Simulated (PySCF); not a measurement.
Cartesian coordinates in Å; atom numbers follow the order of the lines, from 1:
```xyz
5

Si   -0.1170    0.0007   -0.0807
Cl   -0.1097   -0.0208    1.9745
Cl    1.8120    0.0117   -0.7870
H    -0.7954    1.2369   -0.5404
H    -0.7899   -1.2285   -0.5663
```

Geometry: PBE0-D3(BJ)/def2-SVP; GIAO shifts from PySCF 2.14.0 with density-fitted response routines, gas phase, non-relativistic, averaged over equivalent atoms.

At KT2/pcSseg-1 (82 basis functions, 3.8 s wall time on 1 thread of an Arm Neoverse V1, shared host):
```csv
atoms,δ (ppm)
Si1,7.6
Cl2/Cl3,62.0
H4/H5,5.93
```

Scale: 29Si (σ = 361.05 ppm) and 1H (σ = 31.18 ppm) against TMS; 35Cl (σ = 942.74 ppm) against HCl (reference shieldings calculated alike).

Problem. Predict the values at PBE0/pcSseg-1 on the same geometry.

Solution. 
| atoms | δ at PBE0/pcSseg-1 | change |
| --- | --- | --- |
| Si1 | 6.9 | -0.7 |
| Cl2/Cl3 | 41.6 | -20.4 |
| H4/H5 | 5.75 | -0.18 |

Shifts are taken against calculated references (same method and geometry level): 29Si (351.99 ppm) and 1H (31.27 ppm) against TMS; 35Cl (943.27 ppm) vs HCl.

The largest change is at Cl2/Cl3 (chlorine bonded to Si). Cost: 82 basis functions, 3.5 s wall time on 1 thread of an Arm Neoverse V1, shared host.
